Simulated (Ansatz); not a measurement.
## Ansatz (development build ahead of 0.2.0) run

```yaml
crystal:
  periodic: [false, false, false]
  atoms:
    - { symbol: C, position_ang: [0.0, 0.0, 0.69248] }
    - { symbol: C, position_ang: [0.0, 0.0, -0.69248] }
    - { symbol: H, position_ang: [0.0, 0.92283, 1.26269] }
    - { symbol: H, position_ang: [0.0, -0.92283, 1.26269] }
    - { symbol: H, position_ang: [0.0, 0.92283, -1.26269] }
    - { symbol: H, position_ang: [0.0, -0.92283, -1.26269] }
basis:
  gaussian: { orbitals: cc-pVTZ }
hamiltonian:
  xc: hf
correlation:
  method: mp2
  frozen_orbitals: { C: 1, H: 0 }
output:
  forces: true
```

The input is written out in the form of the current development build from the run's settings.

The run gave:

```
Converged                                                          : yes
Reference energy                                                   : -78.05831 hartree
Correlation energy                                                 : -0.33801 hartree
Total energy                                                       : -78.39631 hartree
Spin squared of the determinant                                    : 0.000
Stability test                                                     : minimum among restricted orbitals
Occupied orbitals by symmetry in an Abelian subgroup (alpha; beta) : 3 Ag 2 B1u 1 B2u 1 B3g 1 B3u; 3 Ag 2 B1u 1 B2u 1 B3g 1 B3u
```

Forces (eV/Å):
```csv
atom,Fx,Fy,Fz
C1,0.000,0.000,-2.406
C2,0.000,0.000,2.406
H3,0.000,-0.074,-0.201
H4,0.000,0.074,-0.201
H5,0.000,-0.074,0.201
H6,0.000,0.074,0.201
```
